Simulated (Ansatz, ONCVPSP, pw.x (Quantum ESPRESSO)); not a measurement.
**H (Z = 1): does the ONCV potential hold in the solid?**

- Element: hydrogen
- Generator: ONCVPSP 4.0.1.1 (patched build)
- Type: optimised norm-conserving Vanderbilt (ONCV)
- Functional: LDA (Perdew-Wang 92)
- Relativity: scalar-relativistic
- Frozen core: none
- Valence charge: 1
- Reference configuration: 1s1
- Partial waves: 1s: rc 1.35 bohr, ncon 3, nbas 8, qcut 6 1/bohr, 2 projectors, debl 2.1 Ha; p scattering state at 0.08 Ha: rc 1.10 bohr, ncon 4, nbas 8, qcut 7.7 1/bohr, 2 projectors, debl 2.9 Ha
- Local potential: polynomial inside 0.80 bohr (lpopt 5, dvloc0 -1 Ha)
- Core correction: none

Atomic tests: cutoffs needed: 11 Ha and 15 Ha (the cutoffs (Ha) at which the residual kinetic energy of the hardest occupied pseudo-wave falls to 1 and 0.1 mHa per electron); ghost test: ghosts flagged at negative energy: s at -2300.6 eV; no localised positive-energy state flagged; a true bound ghost makes a file unfit for plane-wave use.

Crystal test: fcc H in pw.x 7.5, no spin, 18³ k-points, Fermi–Dirac smearing 0.01 Ry, cutoffs 35/140 Ry. The reference is all-electron LAPW (Ansatz 0.2.0) with the same functional, mesh and smearing; V0 and B0 come from Birch–Murnaghan fits to the pressures at five volumes. Errors are pseudo minus all-electron; Δ is the rms difference of the E(V) curves that follow from these fits, minima aligned, over ±6 % about the mean V0. Mesh and smearing are coarse, so the numbers serve the comparison and aren't converged zero-temperature values; the lattice is a test structure that the element need not adopt.

All-electron: a0 = 2.267 Å (V0 = 2.91 Å³/atom), B0 = 114.7 GPa.

Q: How far does the potential miss the all-electron equation of state?

A: converged, but broken (pressure over 100 GPa off). The pressure does not cross zero within the volumes sampled, so no fit is given. The pseudo pressure rises with volume over the whole range, a mechanical instability. Note: ghosts flagged at negative energy: s at -2300.6 eV; no localised positive-energy state flagged. A true bound ghost makes a file unfit for plane-wave use. A pressure error of this size marks a broken potential; the numbers have no physical meaning.

| V (Å³/atom) | P all-electron (GPa) | P pseudo (GPa) |
| --- | --- | --- |
| 2.769 | 6.24 | -117459.56 |
| 2.842 | 2.89 | -114650.57 |
| 2.915 | -0.13 | -111931.77 |
| 2.988 | -2.84 | -109334.65 |
| 3.061 | -5.28 | -106766.87 |

Q: At the middle volume, how do free energy and pressure move when the wave cutoff is lowered (ecutrho kept at four times it)?

A:

```json
{"cutoff (Ry)": "16", "shift of F (meV/atom)": "+862810.0", "shift of P (GPa)": "+111922.49"}
{"cutoff (Ry)": "21", "shift of F (meV/atom)": "+862727.8", "shift of P (GPa)": "+111855.58"}
{"cutoff (Ry)": "28", "shift of F (meV/atom)": "+560975.9", "shift of P (GPa)": "+37006.38"}
```

Input at the middle volume:

```
&control
  calculation='scf', prefix='x', pseudo_dir='./', outdir='./tmp', tstress=.true., disk_io='none'
/
&system
  ibrav=0, nat=1, ntyp=1, ecutwfc=35, ecutrho=140, nbnd=7,
  occupations='smearing', smearing='fd', degauss=0.01
/
&electrons
  conv_thr=1e-09, mixing_beta=0.4, electron_maxstep=70
/
ATOMIC_SPECIES
H 1.0 H.UPF
CELL_PARAMETERS angstrom
  0.00000000 1.13379931 1.13379931
  1.13379931 0.00000000 1.13379931
  1.13379931 1.13379931 0.00000000
ATOMIC_POSITIONS crystal
H 0.0000 0.0000 0.0000
K_POINTS automatic
18 18 18 0 0 0
```

```bash
pw.x < H.scf.in > H.scf.out
```

Lines of the output:

```
Message from routine setup:
     using ibrav=0 with symmetry is DISCOURAGED, use correct ibrav instead
     lattice parameter (alat)  =       3.0301  a.u.
     unit-cell volume          =      19.6714 (a.u.)^3
     number of electrons       =         1.00
     number of Kohn-Sham states=            7
     kinetic-energy cutoff     =      35.0000  Ry
     charge density cutoff     =     140.0000  Ry
     scf convergence threshold =      1.0E-09
     Exchange-correlation= SLA  PW   NOGX NOGC
     number of k points=   195  Fermi-Dirac smearing, width (Ry)=  0.0100
     iteration #  1     ecut=    35.00 Ry     beta= 0.40
     total energy              =     -64.50164209 Ry
     estimated scf accuracy    <       0.18802775 Ry
     iteration #  2     ecut=    35.00 Ry     beta= 0.40
     total energy              =     -64.49535644 Ry
     estimated scf accuracy    <       0.06776697 Ry
     iteration #  3     ecut=    35.00 Ry     beta= 0.40
     total energy              =     -64.49548564 Ry
     estimated scf accuracy    <       0.00000203 Ry
     iteration #  4     ecut=    35.00 Ry     beta= 0.40
     total energy              =     -64.49548548 Ry
     estimated scf accuracy    <       0.00000109 Ry
     iteration #  5     ecut=    35.00 Ry     beta= 0.40
     the Fermi energy is  -819.4290 ev
!    total energy              =     -64.49548548 Ry
     estimated scf accuracy    <          1.2E-11 Ry
     smearing contrib. (-TS)   =      -0.00032351 Ry
     The total energy is F=E-TS. E is the sum of the following terms:
     one-electron contribution =     -62.71594263 Ry
     hartree contribution      =       0.28167066 Ry
     xc contribution           =      -0.99094552 Ry
     ewald contribution        =      -1.06994450 Ry
     convergence has been achieved in   5 iterations
          total   stress  (Ry/bohr**3)                   (kbar)     P= -1119317.72
     Message from routine punch:
     Nothing written, as per user request (disk_io='none')
```

The run at the middle volume (195 k-points, 5 iterations) took about 0.8 s on one core of a shared host (Neoverse-V1, 32 threads, 247 GiB, load 8).
